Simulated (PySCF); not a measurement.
**Spin states of PO⁺**

Unrestricted PBE0; P def2-TZVPPD, O def2-TZVPPD; no relativity (PySCF 2.14). Outer shells of the fragments: P+ 3s2 3p2; O 2s2 2p4.

Followed along the bond (rough minima from three points):

| 2Ms+1 | unpaired | ⟨S²⟩ at the start | R at minimum (Å) | Te (eV) |
| --- | --- | --- | --- | --- |
| 1 | none | 0.00 | 1.42 | 0.00 |
| 3 | π ↑↑ | 2.02 | 1.63 | 4.03 |
| 5 | π ↑↑↑↑ | 6.02 | none in the scan | ≤ 6.86 |

Solutions found at the starting distance of 1.765 Å, counted from the lowest of them; the search is not exhaustive and high or unbound solutions are not listed, so other states can lie among these:

| 2Ms+1 | unpaired | term | E (eV) | ⟨S²⟩ | ⟨Lz²⟩ | μ (D) |
| --- | --- | --- | --- | --- | --- | --- |
| 1 | none | ¹Σ⁺ | 0.00 | 0.00 | 0.00 | -4.03 |
| 3 | π ↑↑ | mixed | 1.59 | 2.02 | 2.02 | -2.43 |
| 3 | π ↑↑ | mixed | 2.08 | 2.01 | 2.01 | -2.64 |
| 1 | π ↑↓ | mixed | 2.19 | 1.01 | 2.02 | -2.73 |
| 3 | σ ↑, π ↑ | ³Π | 3.11 | 2.03 | 1.03 | -3.24 |
| 1 | σ ↓, π ↑ | mixed | 3.35 | 1.10 | 1.01 | -3.04 |
| 5 | π ↑↑↑↑ | ⁵Σ⁺ | 4.65 | 6.02 | 0.00 | 0.83 |
| 5 | σ ↑, π ↑↑↑ | ⁵Π | 4.80 | 6.01 | 1.00 | -1.52 |
| 3 | σ ↑, π ↑↑↓ | mixed | 5.67 | 3.02 | 3.04 | -1.00 |
| 1 | π ↑↑↓↓ | mixed | 5.83 | 2.02 | 4.05 | 0.83 |

A term symbol is given only where ⟨S²⟩ and ⟨Lz²⟩ are close to those of a pure state; real π, δ and φ orbitals otherwise mix terms. A positive dipole points towards O; it is taken about the centre of mass and depends on that origin.

Compare the gap between the two lowest followed solutions at the starting distance with the gap between their minima.

At PBE0 the second solution (triplet, unpaired electrons π ↑↑) lies +1.59 eV from the first (singlet, closed shell) at 1.765 Å and +4.03 eV at the minima; the two curves relax by different amounts, since their minima lie near 1.63 and 1.42 Å.

Counting both spins, an empty level lies below a filled one in some of these solutions, because spin and occupation are held.
